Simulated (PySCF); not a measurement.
## Shapes and spin states of [CH3]-

Level of theory: PBE0/[C def2-TZVPD, H def2-TZVPD], no relativity, density fitting, PySCF.

Relaxations began from a few typed shapes and spin states; open shells are unrestricted. The search is not exhaustive: other isomers or separated fragments can lie lower, and high-lying points may rest on an excited occupation.

Order these stationary points by electronic energy, lowest first, in kJ/mol from the lowest minimum.
A. triplet D3h: C–H 1.091 Å (×3); H–C–H 120.0° (×3)
B. singlet D3h: C–H 1.085 Å (×3); H–C–H 120.0° (×3)
C. singlet C3v: C–H 1.111 Å (×3); H–C–H 104.7° (×3)

C (0.0), B (26.3), A (127.1).

Which of them are minima?

By energy in kJ/mol, 0.0: minimum; 26.3: saddle point, 1 imaginary mode; 127.1: minimum.

For the lowest minimum: the highest occupied level lies above zero, a sign of self-interaction error or too small a basis; response properties are unreliable. The lowest empty level of this anion is unbound, so it and the gap depend on the basis.
